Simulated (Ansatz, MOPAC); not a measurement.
**How well does each level of theory give the band gap of wurtzite GaN?**

Reference value: 3.68 eV (measured, zero-point renormalisation of 0.17 eV added back here (the table's ZPR column); inputs from Chen et al. (2018), doi:10.1103/physrevmaterials.2.073803).

```tsv
level (code)	value (eV)	cell (Å³/atom)	error (eV)
PM6 semi-empirical Hartree-Fock (MOPAC)	3.91	13.31	+0.23
LDA+SOC (Ansatz)	1.91 (direct)	11.42	-1.77
PBE (Ansatz)	1.90 (direct)	11.42	-1.78
PBE-D4 (Ansatz)	1.92 (direct)	11.40	-1.76
r²SCAN+SOC (Ansatz)	2.31 (direct)	11.42	-1.37
HSE06 (Ansatz)	3.16 (direct)	11.42	-0.52
Hartree–Fock (Ansatz)	10.69 (direct)	11.42	+7.01
```

Leaving aside PM6 semi-empirical Hartree-Fock (MOPAC) (doubt noted below): Of the ranked levels HSE06 (-0.52 eV) comes nearest. Among them Hartree–Fock (+7.01 eV) misses by most. Every ranked level misses the reference by more than 0.2 eV. Even the nearest is off by 0.52 eV.

Semilocal Kohn–Sham gaps run low as a rule, and all computed gaps are for a static lattice, while measured ones hold electron–phonon shifts unless said otherwise. Levels without +SOC have no spin–orbit coupling; where heavier elements are present it shifts gaps, mostly down, and can invert bands.  PM6 semi-empirical Hartree-Fock (MOPAC), HSE06, Hartree–Fock: the gap is read on the k mesh or supercell of the run alone and can be too large. PM6 semi-empirical Hartree-Fock (MOPAC): the method was fitted mainly to molecules. PM6 semi-empirical Hartree-Fock (MOPAC): gaps of these semi-empirical methods are Hartree–Fock-like level differences, and their formation enthalpies are fitted 298 K values. Values are at the measured cell; PM6 semi-empirical Hartree-Fock (MOPAC) at the level's own relaxed cell; PBE-D4 at the level's own equilibrium cell. Cutoffs and k meshes differ between the levels. Ansatz's density-functional and Hartree–Fock values are scalar-relativistic unless marked +SOC, with PAW data made under PBE.

Differences are worked out from the printed values.

Ansatz is a first-principles code.
